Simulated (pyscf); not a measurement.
Thermochemistry of product channels of O=Mo(=O)(Cl)–Cl + H₂ on the singlet surface, in eV, from ωB97M-D3(BJ)/def2-TZVP energies (ideal gas, 1 atm, RRHO with modes under 100 cm⁻¹ raised to 100, one conformer, R ln 2 for chiral ones without a mode under 150 cm⁻¹). Structures and frequencies: ωB97X-D3(BJ)/def2-SVP in PySCF.

```csv
products,ΔE,ΔH(298 K),ΔG(600 K),ΔG(900 K)
O=MoH(=O)–Cl + HCl,+1.08,+1.11,+0.93,[?]
HO–Mo(OH)(Cl)–Cl [singlet],[?],+0.71,+1.35,+1.67
```

Task: Some entries are withheld; supply them.

Result: 
- O=MoH(=O)–Cl + HCl, ΔG(900 K): +0.86
- HO–Mo(OH)(Cl)–Cl [singlet], ΔE: +0.48

These are energies of the channels, which say nothing of barriers. The other spin state of HO–Mo(OH)(Cl)–Cl [singlet] is not in these data. A restricted singlet here is unstable towards spin polarisation, as is usual where a triplet lies low; its energy is less safe. Elements past Kr carry the def2 core potentials, without spin-orbit coupling.
